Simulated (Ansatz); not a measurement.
Steps of a relaxation of C3H3FO (`OC1=C(F)C1`) with RKS PBE0-D4/def2-TZVP.

```sh
$ ansatz run in.yaml --threads 2 --pin off --events-out ev --progress --plain --max-ram 4352MiB
```

```yaml
crystal:
  periodic: [false, false, false]
  atoms:
    - {symbol: O, position_ang: [-0.446306, 0.724855, 1.645103]}
    - {symbol: C, position_ang: [-0.151453, 0.287545, 0.415257]}
    - {symbol: C, position_ang: [-0.050430, 0.328042, -0.888242]}
    - {symbol: F, position_ang: [-0.218433, 0.954544, -2.047269]}
    - {symbol: C, position_ang: [0.434552, -0.945530, -0.259178]}
    - {symbol: H, position_ang: [-0.826648, 1.622987, 1.568107]}
    - {symbol: H, position_ang: [-0.175199, -1.876744, -0.321622]}
    - {symbol: H, position_ang: [1.526117, -1.152798, -0.168056]}
basis:
  gaussian: {orbitals: def2-TZVP}
hamiltonian: {xc: pbe0, dispersion: d4}
relax: {f_tol: 0.005, max_steps: 150}
```

Positions (Å) and forces (eV/Å) along the path, 7 of 7 steps:

```xyz
8
step=1 energy=-7915.2353 eV
O    -0.446    0.725    1.645   -0.180    0.521   -0.593
C    -0.151    0.288    0.415    0.189   -0.133   -1.290
C    -0.050    0.328   -0.888   -0.066   -0.153    1.258
F    -0.218    0.955   -2.047    0.081   -0.293    0.585
C     0.435   -0.946   -0.259    0.008   -0.017   -0.007
H    -0.827    1.623    1.568    0.263   -0.628    0.090
H    -0.175   -1.877   -0.322    0.311    0.547    0.022
H     1.526   -1.153   -0.168   -0.606    0.157   -0.065
8
step=2 energy=-7915.2845 eV
O    -0.445    0.725    1.631   -0.062    0.175   -0.229
C    -0.149    0.284    0.409    0.085   -0.104   -0.281
C    -0.050    0.323   -0.875   -0.013   -0.062    0.271
F    -0.217    0.948   -2.025    0.032   -0.109    0.214
C     0.434   -0.944   -0.256   -0.015    0.045   -0.041
H    -0.822    1.613    1.554    0.073   -0.180    0.060
H    -0.171   -1.861   -0.322    0.084    0.174    0.015
H     1.512   -1.145   -0.172   -0.185    0.060   -0.008
8
step=3 energy=-7915.2894 eV
O    -0.444    0.724    1.624   -0.005    0.008   -0.042
C    -0.148    0.281    0.406    0.014   -0.018    0.046
C    -0.049    0.320   -0.871   -0.011    0.006   -0.023
F    -0.216    0.944   -2.017    0.006   -0.006    0.001
C     0.433   -0.943   -0.258   -0.007    0.017    0.001
H    -0.819    1.609    1.551   -0.006    0.010    0.025
H    -0.170   -1.853   -0.321   -0.009   -0.014   -0.005
H     1.506   -1.139   -0.171    0.017   -0.003   -0.003
8
step=4 energy=-7915.2895 eV
O    -0.445    0.724    1.623   -0.005    0.007   -0.025
C    -0.148    0.281    0.407    0.012   -0.010    0.020
C    -0.049    0.320   -0.871   -0.011    0.006   -0.002
F    -0.215    0.943   -2.017    0.004   -0.002   -0.003
C     0.433   -0.943   -0.257    0.000    0.003   -0.007
H    -0.819    1.609    1.553   -0.001    0.002    0.014
H    -0.171   -1.854   -0.322   -0.001   -0.003    0.001
H     1.506   -1.139   -0.172    0.003   -0.002    0.002
8
step=5 energy=-7915.2895 eV
O    -0.445    0.724    1.623   -0.004    0.007   -0.015
C    -0.148    0.282    0.406    0.005   -0.009    0.026
C    -0.050    0.321   -0.871    0.006   -0.021   -0.015
F    -0.215    0.942   -2.018   -0.001    0.008   -0.001
C     0.433   -0.942   -0.257   -0.003    0.007   -0.004
H    -0.819    1.609    1.554   -0.002    0.004    0.011
H    -0.170   -1.853   -0.322   -0.008   -0.001    0.000
H     1.506   -1.140   -0.172    0.007    0.005   -0.001
8
step=6 energy=-7915.2895 eV
O    -0.445    0.724    1.623   -0.002    0.000   -0.002
C    -0.148    0.281    0.407    0.002    0.006   -0.003
C    -0.050    0.320   -0.871   -0.003   -0.004    0.006
F    -0.215    0.943   -2.018    0.000    0.002   -0.001
C     0.433   -0.942   -0.258    0.002   -0.004    0.003
H    -0.819    1.610    1.555    0.001   -0.001    0.000
H    -0.170   -1.854   -0.322    0.002    0.002   -0.001
H     1.506   -1.139   -0.172   -0.002    0.000   -0.001
8
step=7 energy=-7915.2895 eV
O    -0.446    0.724    1.623    0.000    0.000    0.000
C    -0.148    0.282    0.406    0.000   -0.003    0.002
C    -0.050    0.319   -0.872    0.000    0.000   -0.001
F    -0.214    0.943   -2.018    0.000    0.000    0.000
C     0.433   -0.943   -0.258   -0.001    0.002    0.000
H    -0.818    1.610    1.555    0.000    0.000    0.000
H    -0.170   -1.854   -0.322    0.001    0.000    0.000
H     1.506   -1.139   -0.172    0.000   -0.001    0.000
```

Run time 26 s (2 threads of an Intel Xeon Platinum 8259CL on a shared host); peak host memory 0.36 GiB.
